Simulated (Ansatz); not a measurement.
Computed with frozen-core CCSD(T)/cc-pVTZ // PBE0-D4/def2-TZVP (Ansatz, a quantum-chemistry and plane-wave program).

Ansatz 0.2 input:
```yaml
crystal:
  periodic: [false, false, false]
  atoms:
    - { symbol: C, position_ang: [1.114027, 0.078795, 0.137006] }
    - { symbol: O, position_ang: [0.187735, 0.48334, -0.830416] }
    - { symbol: C, position_ang: [-1.09203, -0.022162, -0.576948] }
    - { symbol: H, position_ang: [0.830712, 0.43011, 1.139879] }
    - { symbol: H, position_ang: [1.210234, -1.016186, 0.171698] }
    - { symbol: H, position_ang: [2.080079, 0.509478, -0.127673] }
    - { symbol: H, position_ang: [-1.478931, 0.324413, 0.3924] }
    - { symbol: H, position_ang: [-1.099406, -1.121883, -0.57578] }
    - { symbol: H, position_ang: [-1.752424, 0.33409, -1.368001] }
basis:
  gaussian: { orbitals: cc-pVTZ }
correlation:
  method: ccsd_t
```

Output:

```
Functional definition: HF
985 factors; integrals over basis functions are off by at most 8.8e-4 eV
mean field evaluation 1: about -4192.2251 eV, gradient 2.7e1 eV
mean field evaluation 2: about -4192.2269 eV, gradient 2.7e1 eV
mean field evaluation 4: about -4193.9602 eV, gradient 4.0e0 eV
mean field evaluation 8: about -4193.9939 eV, gradient 7.6e-5 eV
mean field evaluation 16: about -4193.9926 eV, gradient 6.2e-1 eV
mean field -4193.99386977 eV, -154.1264319229 hartree, gradient 2.7e-6 eV, S^2 0.000000; 0 other end points of the search recorded, 0 dependent functions left out
3 core orbitals not correlated
reference -4193.99386977 eV, -154.1264319229 hartree; 10, 10 occupied and 161, 161 virtual orbitals, 985 factors
second order -16.26981986 eV of doubles, -0.00000000 eV of singles
cycle   1  -16.62696663 eV  change   -3.6e-1 eV  update   7.7e-2
cycle   2  -17.01655482 eV  change   -3.9e-1 eV  update   2.2e-2
cycle   3  -17.09104571 eV  change   -7.4e-2 eV  update   9.9e-3
cycle   4  -17.08629460 eV  change    4.8e-3 eV  update   2.0e-3
cycle   5  -17.08665467 eV  change   -3.6e-4 eV  update   8.5e-4
cycle   6  -17.08705290 eV  change   -4.0e-4 eV  update   2.4e-4
cycle   7  -17.08694078 eV  change    1.1e-4 eV  update   9.2e-5
cycle   8  -17.08692586 eV  change    1.5e-5 eV  update   2.9e-5
cycle   9  -17.08693143 eV  change   -5.6e-6 eV  update   8.0e-6
perturbative correction -0.60650336 eV, -0.0222885874 hartree
Total energy: -4211.68730456 eV, -154.7766536583 hartree
```

Cost: very roughly 25 core-seconds.
